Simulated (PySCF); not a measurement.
The isolated species `FCSCF` is ionised with Mg Kα (hν = 1253.6 eV). Calculated photoelectron kinetic energies of its computed core levels, recoil neglected:

```
line  kinetic energy (eV)
   1               959.71
   2               560.76
```

Theory: delta-SCF UKS SCAN, pcX-2 on the ionised atom, pcseg-1 elsewhere, spin-free X2C (PySCF).

Task: Which element, shell and site does each line come from? Numbering: `[F:1][CH2:2][S:3][CH2:4][F:5]`.

Result: Against the vacuum level, binding energy = hν − kinetic energy.

```json
{"line": "1", "binding energy (eV)": "293.89", "level": "C 1s", "atoms": "C2/C4", "environment": "sp3 C–F carbon"}
{"line": "2", "binding energy (eV)": "692.84", "level": "F 1s", "atoms": "F1/F5", "environment": "alkyl fluorine"}
```

Out of reach at this photon energy: S 1s (2477.6 eV).

Task: Where does line 2 move with hν = 800.0 eV?

Result: To 800.0 − 692.84 = 107.16 eV; every photoline shifts by the change in photon energy, -453.6 eV.

Task: Which effective nuclear charge Zeff reproduces each element's mean 1s value in the hydrogen-like formula E = 13.606 eV × Zeff²?

Result: C (Z = 6): mean 293.9 eV, Zeff = 4.65, Z − Zeff = 1.35; F (Z = 9): mean 692.8 eV, Zeff = 7.14, Z − Zeff = 1.86. Means run over the listed sites, weighted by atom count.

Other core shells, valence and Auger electrons aren't listed. The first atom of each set that the bonding makes equivalent was ionised and stands for the set. Not every level is listed. One conformer (not necessarily the lowest) at the GFN2-xTB geometry, without solvent, vibrations or thermal averaging.

Shape of the structure used: `[F:1][CH2:2][S:3][CH2:4][F:5]`: F1–C2–S3–C4 70°, C2–S3–C4–F5 70°.
